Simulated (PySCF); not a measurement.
## Orbital energies, ionisation energy and electron affinity

Tetrahydro-1,3,5-triazinium, C3H8N3 (charge +1).
Z-matrix (Å and degrees, PBE0-D3(BJ)/def2-SVP geometry), rows numbered from 1:
```
C 
N   1  1.3117
C   2  1.4646  1  120.84
N   3  1.4299  2  106.68  1    26.07
C   4  1.4298  3  114.01  2   -58.09
N   1  1.3117  2  122.29  3     3.01
H   1  1.0943  2  118.85  3  -177.91
H   2  1.0151  1  119.02  3   178.11
H   3  1.0986  2  108.43  1   144.47
H   3  1.1102  2  107.90  1   -98.33
H   4  1.0137  3  114.43  2   167.47
H   5  1.0985  4  110.03  3   175.60
H   5  1.1102  4  115.25  3   -61.56
H   6  1.0150  1  119.06  2   179.76
```

Level: wB97X-D/def2-SVPD (PySCF). Frontier orbitals with their largest atomic shares (Löwdin; up to four atoms above 4 %):

| orbital | ε (eV) | main atoms |
| --- | --- | --- |
| HOMO−3 | -17.84 | C5 22 %, C3 21 %, N4 16 %, H12 11 % |
| HOMO−2 | -17.68 | C1 17 %, N6 15 %, N2 14 %, N4 14 % |
| HOMO−1 | -14.73 | N2 33 %, N6 33 %, C1 7 %, C5 6 % |
| HOMO | -13.63 | ? |
| LUMO | -3.60 | C1 40 %, N6 21 %, N2 21 %, H7 6 % |
| LUMO+1 | -2.18 | C1 23 %, H8 12 %, H14 12 %, H7 12 % |
| LUMO+2 | -1.14 | H14 20 %, H8 20 %, N6 8 %, N2 8 % |

**Question.** What vertical ionisation energy does ΔSCF give, and how far is −ε(HOMO) from it?

**Answer.** ΔSCF: 14.10 eV (1360 kJ/mol; threshold wavelength 87.9 nm); ⟨S²⟩ of the doublet left behind is 0.755, against 0.75 for a pure doublet. −ε(HOMO) is 13.63 eV, 0.47 eV below it. For the exact functional −ε(HOMO) would equal the first vertical ionisation energy; wB97X-D (range-separated hybrid) falls short of its own ΔSCF value by 3 %.

**Question.** On which atoms does the HOMO lie?

**Answer.** N4 (secondary amine nitrogen) 61 %, C3 (sp3 carbon bound to nitrogen) 10 %, C5 (sp3 carbon bound to nitrogen) 9 %, H10 (methylene hydrogen) 5 %, so more than half of it is on one atom. The HOMO−1 lies 1.10 eV lower.

**Question.** And the vertical electron affinity, the fundamental gap, Mulliken's electronegativity and the hardness (with the factor ½)?

**Answer.** EA = 3.33 eV by ΔSCF (−ε(LUMO) = 3.60 eV). IE − EA = 10.77 eV against an orbital gap of 10.03 eV; (IE + EA)/2 = 8.71 eV; (IE − EA)/2 = 5.38 eV. Parr's electrophilicity index (IE + EA)²/[8(IE − EA)] is 3.53 eV.

**Question.** The lowest singlet excitation (vertical TDDFT, same level) lies at 5.39 eV. How far is it below IE − EA?

**Answer.** IE − EA = 10.77 eV, so by 5.38 eV.

**Question.** Shift the occupied levels rigidly so that −ε(HOMO) equals the ΔSCF value. What binding energies result?

**Answer.** The shift is +0.47 eV: HOMO 14.10, HOMO−1 15.20, HOMO−2 18.15, HOMO−3 18.31 eV. A rigid shift is only a rough guide to the deeper ionisations.

The structure is a single PBE0-D3(BJ)/def2-SVP conformer in the gas phase; no vibrational or solvent corrections.
